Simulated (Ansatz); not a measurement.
C₄H₆S (`C1=CSCC1`). Charge 0, multiplicity 1.

```csv
atom,x (Å),y (Å),z (Å)
C1,0.455,-0.683,0.821
C2,0.851,0.536,1.173
S3,0.205,1.835,0.196
C4,-0.381,0.627,-1.038
C5,-0.531,-0.707,-0.309
H6,0.752,-1.579,1.353
H7,1.499,0.784,2.004
H8,-1.311,0.986,-1.477
H9,0.377,0.560,-1.821
H10,-1.547,-0.819,0.095
H11,-0.369,-1.541,-0.997
```

**Question.** Give the diagnostics of a CCSD(T)/def2-TZVPP run (frozen core, the Gaussian-basis code of Ansatz). (Best estimate.)

**Answer.** The calculation gave: T1 = 0.0119, largest single amplitude 0.016, largest double 0.058, (T) share of the correlation energy 4.6 %, 10 CCSD cycles. The RHF solution is stable towards an unrestricted one. T1 lies under the customary mark of 0.02 for closed shells.
